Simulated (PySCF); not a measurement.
A species of formula C5H10 has this rotational fingerprint, computed with PySCF, PBE0-D3(BJ)/def2-TZVP geometry optimisation, gas phase:

- Rotational constants: A = 6214, B = 5259, C = 3851 MHz
- Dipole components: |μa| = 0.13 D, |μb| = 0.00 D, |μc| = 0.00 D
- Inertial defect: -46.19 u·Å²
- κ: 0.19

Question: Which structure is it? (One computed conformer of each.)
A. `[CH3:1]/[CH:2]=[CH:3]/[CH2:4][CH3:5]` with C2–C3–C4–C5 -120° (trans-2-pentene)
B. `[CH3:1][CH2:2][CH:3]1[CH2:4][CH2:5]1` with C1–C2–C3–C4 -84° (ethylcyclopropane)
C. `[CH2:1]1[CH2:2][CH2:3][CH2:4][CH2:5]1` with C5–C1–C2–C3 -38°, C1–C2–C3–C4 20°, C2–C3–C4–C5 5°, C3–C4–C5–C1 -29°
D. `[CH3:1]/[CH:2]=[CH:3]\[CH2:4][CH3:5]` with C2–C3–C4–C5 -114°
E. `[CH2:1]=[C:2]([CH3:3])[CH2:4][CH3:5]` with C1–C2–C4–C5 115° (2-methyl-1-butene)
F. 1,1-dimethylcyclopropane (`CC1(C)CC1`)

Answer: F. It is CC1(C)CC1, an asymmetric top, point group C2v. The candidates at the same level (rigid rotor, commonest isotopes):

| SMILES | A (MHz) | B (MHz) | C (MHz) | μa (D) | μb (D) | μc (D) | Δ (u·Å²) | point group | rotor |
| --- | --- | --- | --- | --- | --- | --- | --- | --- | --- |
| C/C=C\CC | 10721 | 2665 | 2427 | 0.01 | 0.25 | 0.07 | -28.50 | C1 | near-prolate asymmetric top |
| C/C=C/CC | 17339 | 2112 | 2053 | 0.02 | 0.03 | 0.03 | -22.32 | C1 | near-prolate asymmetric top |
| CC1(C)CC1 | 6214 | 5259 | 3851 | 0.13 | 0.00 | 0.00 | -46.19 | C2v | asymmetric top |
| CCC1CC1 | 11997 | 3146 | 2835 | 0.08 | 0.06 | 0.07 | -24.55 | C1 | near-prolate asymmetric top |
| C1CCCC1 | 6566 | 6560 | 3796 | 0.02 | 0.01 | 0.00 | -20.86 | near Cs | – |
| C=C(C)CC | 7314 | 3787 | 2876 | 0.39 | 0.38 | 0.14 | -26.80 | C1 | asymmetric top |

`C/C=C\CC` has A 73 % too high; `C1CCCC1` has B 25 % too high; `CCC1CC1` has A 93 % too high; `C/C=C/CC` has A 179 % too high; `C=C(C)CC` has B 28 % too low. In the right answer the symmetry axis of this C2v structure is a, so μb and μc vanish by symmetry. No structure here is proved a minimum.
